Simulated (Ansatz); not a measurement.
`C=NCS` + H₂ → `C=NC` + H₂S at 700 K and 1 bar (hydrogenolysis of a C–S bond).

Calculated with Ansatz (gas phase, PBE0-D4/def2-TZVP geometries, no zero-point term in ΔE). CBS: MP2 limit from def2 TZ/QZ plus the TZ coupled-cluster correction, frozen cores. This one scheme is used for every species. One conformer a species, not always the lowest.

```json
{"species": "`C=NCS`", "CCSD(T)/CBS energy (Eh)": "-531.54994", "H − E (kJ/mol)": "238.8", "S (J/(mol·K))": "391.3"}
{"species": "H₂", "CCSD(T)/CBS energy (Eh)": "-1.17544", "H − E (kJ/mol)": "46.8", "S (J/(mol·K))": "155.3"}
{"species": "`C=NC`", "CCSD(T)/CBS energy (Eh)": "-133.77870", "H − E (kJ/mol)": "225.1", "S (J/(mol·K))": "327.9"}
{"species": "H₂S", "CCSD(T)/CBS energy (Eh)": "-398.97279", "H − E (kJ/mol)": "64.8", "S (J/(mol·K))": "236.9"}
```

H − E and S are ideal-gas, rigid-rotor, harmonic terms from PBE0-D4/def2-TZVP, for one conformer and one mirror image of each species. The MP2-based limit puts H₂ 0.8 mEh under its directly extrapolated value; such offsets cancel only in part. 1 Eh = 2625.50 kJ/mol, R = 8.31446 J/(mol·K).

Question: By hand: ΔE, ΔH, ΔS and ΔG.

Answer: ΔE = (-133.77870) + (-398.97279) − (-531.54994) − (-1.17544) = -0.02611 Eh = -68.6 kJ/mol. Δ(H − E) = 225.1 + 64.8 − 238.8 − 46.8 = 4.3, so ΔH = -64.3 kJ/mol. ΔS = 327.9 + 236.9 − 391.3 − 155.3 = 18.2 J/(mol·K). ΔG = -64.3 − 700 × (18.2)/1000 = -77.0 kJ/mol.

Question: By hand: the equilibrium constant, and the temperature at which ΔG would vanish if ΔH and ΔS stayed fixed.

Answer: log₁₀ K = −ΔG/(RT ln 10) = 5.7. ΔH and −TΔS have one sign here, so there is no such temperature.

ΔH outweighs TΔS. A doubt of 5 kJ/mol in ΔE shifts log₁₀ K by 0.4 here. Other conformers and mirror images would add mixing entropy, several J/(mol·K) or more a flexible species. These are equilibria of isolated gas molecules and say nothing of rates. Largest T1 diagnostic: 0.012 (customary marks: 0.02 for closed shells, 0.045 for open ones).
